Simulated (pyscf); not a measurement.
Homolytic dissociation enthalpies at 298 K of C–Ge, C–Si, C–Sn bonds in 8 gas-phase molecules, in kcal/mol. Optimised with ωB97X-D3(BJ)/def2-SVP in PySCF. MP2 and CC: frozen core, UHF for open shells. ΔMP2 is the change of the MP2 total energy from the triple- to the quadruple-zeta basis. Both columns use the same structures and thermal terms. Rows were drawn at random from the closed-shell molecules with such a bond whose radicals are computed, keep their shape and have no isomer in the data more than 5 kcal/mol lower.

```tsv
row	molecule	radicals	B3LYP-D3(BJ)/def2-TZVP	CCSD(T)/def2-TZVPP + ΔMP2(QZVPP)
1	H₂B–CH₂–SiH₃	H₂B–CH₂• + SiH₃•	78.3	82.3
2	H₃C–SiH₃	CH₃• + SiH₃•	84.7	87.7
3	H₃C–SnH₂–CH₃	CH₃• + H₃C–SnH₂•	65.0	?
4	H₃C–GeH₃	CH₃• + GeH₃•	75.3	79.8
5	H₃C–SiH₂–Cl	CH₃• + •H₂Si–Cl	86.7	90.7
6	H₃C–GeH₂–Cl	CH₃• + Cl–GeH₂•	75.8	81.9
7	H₃C–CH₂–SiH₂–Cl	•H₂C–CH₃ + •H₂Si–Cl	81.9	86.9
8	H₃C–SiH₂–CH₃	CH₃• + H₃C–SiH₂•	85.8	89.3
```

Fit a line that carries the B3LYP-D3(BJ) values to the last column and predict row 3.

In the 7 complete rows the last column lies 3.0 to 6.1 kcal/mol from B3LYP-D3(BJ) (mean 4.3, median 4.0). Least squares gives y = 15.7 + 0.86·x with residuals of 0.7 kcal/mol (root mean square). For row 3: 15.7 + 0.86 × 65.0 = 71.6 kcal/mol, an extrapolation. The computed value is 70.9 kcal/mol, 0.7 under the line. The CCSD(T) − MP2 part came from Ansatz, without density fitting, on the same reference. The frozen core leaves the outer d or s,p core shells of the metals and heavy elements correlated in the MP2 and CC values, and def2-TZVPP describes them poorly, which can shift differences by a few kcal/mol. Elements up to Kr have no core potential and no relativistic terms here. Elements past Kr carry the def2 core potentials, without spin-orbit coupling.
